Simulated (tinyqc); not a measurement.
Inside a calculation. Method: UHF in the sto-3g basis, for HF, spin multiplicity 1. This run ends on a higher stationary point, not on the lowest solution. One step of it, computed by the program tinyqc.

Question. Iteration 4: building the Fock matrix. J_ij = sum D_kl (ij|kl) with D = D(alpha) + D(beta), K_ij = sum D_kl (ik|jl) for each spin; F = H + J - K(s); E = tr D H + tr D J / 2 - 0.5 sum_s tr D(s) K(s) + E_nn.

D(alpha) after iteration 3, order 1F 1s, 1F 2s, 1F 2px, 1F 2py, 1F 2pz, 2H 1s:
```
[[1.059654, -0.250835, 0.000000, 0.000000, 0.018009, -0.001582],
 [-0.250835, 1.055716, 0.000000, 0.000000, -0.086446, -0.015066],
 [0.000000, 0.000000, 1.000000, 0.000000, 0.000000, 0.000000],
 [0.000000, 0.000000, 0.000000, 1.000000, 0.000000, 0.000000],
 [0.018009, -0.086446, 0.000000, 0.000000, 0.501775, 0.448234],
 [-0.001582, -0.015066, 0.000000, 0.000000, 0.448234, 0.404126]]
```

D(beta) after iteration 3, order 1F 1s, 1F 2s, 1F 2px, 1F 2py, 1F 2pz, 2H 1s:
```
[[1.059905, -0.251997, 0.000000, 0.000000, 0.015498, 0.003100],
 [-0.251997, 1.061050, 0.000000, 0.000000, -0.076614, -0.035635],
 [0.000000, 0.000000, 1.000000, 0.000000, 0.000000, 0.000000],
 [0.000000, 0.000000, 0.000000, 1.000000, 0.000000, 0.000000],
 [0.015498, -0.076614, 0.000000, 0.000000, 0.443742, 0.451522],
 [0.003100, -0.035635, 0.000000, 0.000000, 0.451522, 0.461156]]
```

core Hamiltonian H = T + V (hartree), order 1F 1s, 1F 2s, 1F 2px, 1F 2py, 1F 2pz, 2H 1s:
```
[[-40.342827, -9.465305, 0.000000, 0.000000, -0.004567, -0.356919],
 [-9.465305, -10.821023, 0.000000, 0.000000, -0.057142, -0.941213],
 [0.000000, 0.000000, -8.511189, 0.000000, 0.000000, 0.000000],
 [0.000000, 0.000000, 0.000000, -8.511189, 0.000000, 0.000000],
 [-0.004567, -0.057142, 0.000000, 0.000000, -8.533453, -0.726512],
 [-0.356919, -0.941213, 0.000000, 0.000000, -0.726512, -3.321430]]
```

Two-electron integrals (ij|kl) in chemists' order, unique and non-zero (hartree):
```
(11|11) 5.403501   (21|11) 0.841920   (21|21) 0.156299   (22|11) 1.268028
(22|21) 0.292344   (22|22) 0.926167   (31|31) 0.027998   (32|31) 0.043169
(32|32) 0.204588   (33|11) 1.264502   (33|21) 0.292403   (33|22) 0.925959
(33|33) 0.997514   (41|41) 0.027998   (42|41) 0.043169   (42|42) 0.204588
(43|43) 0.053770   (44|11) 1.264502   (44|21) 0.292403   (44|22) 0.925959
(44|33) 0.889973   (44|44) 0.997514   (51|51) 0.027998   (52|51) 0.043169
(52|52) 0.204588   (53|53) 0.053770   (54|54) 0.053770   (55|11) 1.264502
(55|21) 0.292403   (55|22) 0.925959   (55|33) 0.889973   (55|44) 0.889973
(55|55) 0.997514   (61|11) 0.031869   (61|21) 0.005869   (61|22) 0.010921
(61|33) 0.010909   (61|44) 0.010909   (61|51) 0.000219   (61|52) 0.000414
(61|55) 0.010946   (61|61) 0.000222   (62|11) 0.095567   (62|21) 0.022393
(62|22) 0.081219   (62|33) 0.080084   (62|44) 0.080084   (62|51) 0.001473
(62|52) 0.012526   (62|55) 0.083407   (62|61) 0.000852   (62|62) 0.009530
(63|31) 0.002161   (63|32) 0.013571   (63|53) 0.002548   (63|63) 0.001332
(64|41) 0.002161   (64|42) 0.013571   (64|54) 0.002548   (64|64) 0.001332
(65|11) 0.072677   (65|21) 0.017229   (65|22) 0.067092   (65|33) 0.064549
(65|44) 0.064549   (65|51) 0.003054   (65|52) 0.022519   (65|55) 0.072103
(65|61) 0.000675   (65|62) 0.009713   (65|65) 0.011151   (66|11) 0.317183
(66|21) 0.075473   (66|22) 0.316210   (66|33) 0.309501   (66|44) 0.309501
(66|51) 0.004483   (66|52) 0.055127   (66|55) 0.329541   (66|61) 0.002870
(66|62) 0.052257   (66|65) 0.063174   (66|66) 0.774606
```

nuclear repulsion = 2.86041736 hartree

Give: Coulomb J; exchange K(alpha); exchange K(beta); F(alpha); F(beta); total energy of this density.

Answer.

Coulomb J (hartree), order 1F 1s, 1F 2s, 1F 2px, 1F 2py, 1F 2pz, 2H 1s:
```
[[19.940, 3.786, 0.000, 0.000, -0.003, 0.142],
 [3.786, 9.320, 0.000, 0.000, 0.023, 0.809],
 [0.000, 0.000, 9.338, 0.000, 0.000, 0.000],
 [0.000, 0.000, 0.000, 9.338, 0.000, 0.000],
 [-0.003, 0.023, 0.000, 0.000, 9.256, 0.672],
 [0.142, 0.809, 0.000, 0.000, 0.672, 3.576]]
```

exchange K(alpha) (hartree), order 1F 1s, 1F 2s, 1F 2px, 1F 2py, 1F 2pz, 2H 1s:
```
[[5.539, 0.952, 0.000, 0.000, 0.000, 0.039],
 [0.952, 1.521, 0.000, 0.000, -0.042, 0.161],
 [0.000, 0.000, 1.305, 0.000, 0.000, 0.000],
 [0.000, 0.000, 0.000, 1.305, 0.000, 0.000],
 [0.000, -0.042, 0.000, 0.000, 0.901, 0.223],
 [0.039, 0.161, 0.000, 0.000, 0.223, 0.385]]
```

exchange K(beta) (hartree), order 1F 1s, 1F 2s, 1F 2px, 1F 2py, 1F 2pz, 2H 1s:
```
[[5.537, 0.949, 0.000, 0.000, 0.001, 0.039],
 [0.949, 1.511, 0.000, 0.000, -0.032, 0.157],
 [0.000, 0.000, 1.302, 0.000, 0.000, 0.000],
 [0.000, 0.000, 0.000, 1.302, 0.000, 0.000],
 [0.001, -0.032, 0.000, 0.000, 0.844, 0.223],
 [0.039, 0.157, 0.000, 0.000, 0.223, 0.427]]
```

F(alpha) (hartree), order 1F 1s, 1F 2s, 1F 2px, 1F 2py, 1F 2pz, 2H 1s:
```
[[-25.942, -6.631, 0.000, 0.000, -0.008, -0.254],
 [-6.631, -3.023, 0.000, 0.000, 0.007, -0.293],
 [0.000, 0.000, -0.477, 0.000, 0.000, 0.000],
 [0.000, 0.000, 0.000, -0.477, 0.000, 0.000],
 [-0.008, 0.007, 0.000, 0.000, -0.178, -0.277],
 [-0.254, -0.293, 0.000, 0.000, -0.277, -0.130]]
```

F(beta) (hartree), order 1F 1s, 1F 2s, 1F 2px, 1F 2py, 1F 2pz, 2H 1s:
```
[[-25.940, -6.629, 0.000, 0.000, -0.008, -0.254],
 [-6.629, -3.012, 0.000, 0.000, -0.002, -0.290],
 [0.000, 0.000, -0.475, 0.000, 0.000, 0.000],
 [0.000, 0.000, 0.000, -0.475, 0.000, 0.000],
 [-0.008, -0.002, 0.000, 0.000, -0.122, -0.278],
 [-0.254, -0.290, 0.000, 0.000, -0.278, -0.172]]
```

total energy of this density = -98.35585 hartree
